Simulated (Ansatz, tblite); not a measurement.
Spin states of S4⁻ (the lowest doublet isomer of a short search), each relaxed with PBE-D4/def2-TZVPD in Ansatz. Electronic energies in the gas phase.

The xTB rows come from tblite. HSE06 is defined as in plane-wave codes, on full-range PBE exchange. Correlated methods freeze 20 core orbitals. In the quartet geometry the species has come apart into loosely held pieces. The structure comes from a short search, and lower isomers may exist.

Doublet geometry (C2v within 0.1 Å):

```xyz
4

S    -0.722   -1.495   -0.985
S    -1.133    1.426    0.640
S     1.065   -0.941   -0.370
S     0.791    1.010    0.715
```

Quartet geometry (D2h within 0.1 Å):

Cartesian coordinates in Å:
```
S 1.035 -0.151 -1.675
S 0.922 0.134 1.740
S -0.922 -0.134 -1.743
S -1.035 0.151 1.677
```

⟨S²⟩: doublet 0.76 at PBE0-D4/def2-TZVPD (pure 0.75), quartet 3.77 at PBE0-D4/def2-TZVPD (pure 3.75).

Run but left out: HF/def2-TZVPD, MP2/def2-TZVPD (doublet: a determinant that CCSD turns far, T1 0.057).

Only these spin states were relaxed. The quartet has fallen apart into loose fragments. The quartet has other bonds than the doublet, so the gap mixes isomer and spin.

**Question.** Estimate which spin state lies lowest at each of these levels, and by how much: GFN1-xTB; GFN2-xTB; revPBE-D4/def2-TZVPD; r2SCAN-D4/def2-TZVPD; r2SCANh-D4/def2-TZVPD; HSE06-D4/def2-TZVPD; PBE-QIDH/def2-TZVPD; RPA@PBE/def2-TZVPD.

**Answer.** 
| level | quartet − doublet (kcal/mol) | lowest of these | remarks |
| --- | --- | --- | --- |
| GFN1-xTB | 45.6 | doublet | – |
| GFN2-xTB | 26.8 | doublet | – |
| revPBE-D4/def2-TZVPD | 23.1 | doublet | HOMO above zero (doublet), HOMO above zero (quartet) |
| r2SCAN-D4/def2-TZVPD | 20.5 | doublet | – |
| r2SCANh-D4/def2-TZVPD | 19.5 | doublet | – |
| HSE06-D4/def2-TZVPD | 21.3 | doublet | – |
| PBE-QIDH/def2-TZVPD | 21.6 | doublet | – |
| RPA@PBE/def2-TZVPD | 17.0 | doublet | – |

Change of the quartet − doublet gap on mixing in exact exchange, in kcal/mol: r2SCAN to r2SCANh (10 % exact exchange) -1.0. The xTB methods have no spin-polarisation term.
